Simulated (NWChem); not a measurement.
Correlation energy of propene (C₃H₆)

SMILES: C(=C)C
```xyz
9

C      0.2514     1.2161     0.0000
C     -0.4594    -0.0966     0.0000
C      0.1256    -1.2953     0.0000
H     -0.0241     1.8172    -0.8830
H     -0.0241     1.8172     0.8830
H      1.3441     1.0885     0.0000
H     -1.5565    -0.0506     0.0000
H      1.2160    -1.3996     0.0000
H     -0.4609    -2.2178     0.0000
```
Charge 0, spin multiplicity 1.

Program: NWChem. The geometry was optimised at PBE0/def2-SVP, a minimum by its harmonic frequencies.

Basis set: 6-31G*. Each correlation energy counts from its own Hartree-Fock reference.

The correlated methods keep 3 core orbitals frozen. The Pople sets run with spherical d functions. Coupled-cluster values serve here as a point of comparison, not as the truth.

Task: One of these methods gave a correlation energy of -381.7 mHa. Which?
A) MP2
B) CCSD
C) CR-CCSD[T]
D) CCSD+T(CCSD)

Result: A, MP2. The others give -432.0 (CR-CCSD[T]), -421.3 (CCSD), -435.1 (CCSD+T(CCSD)).
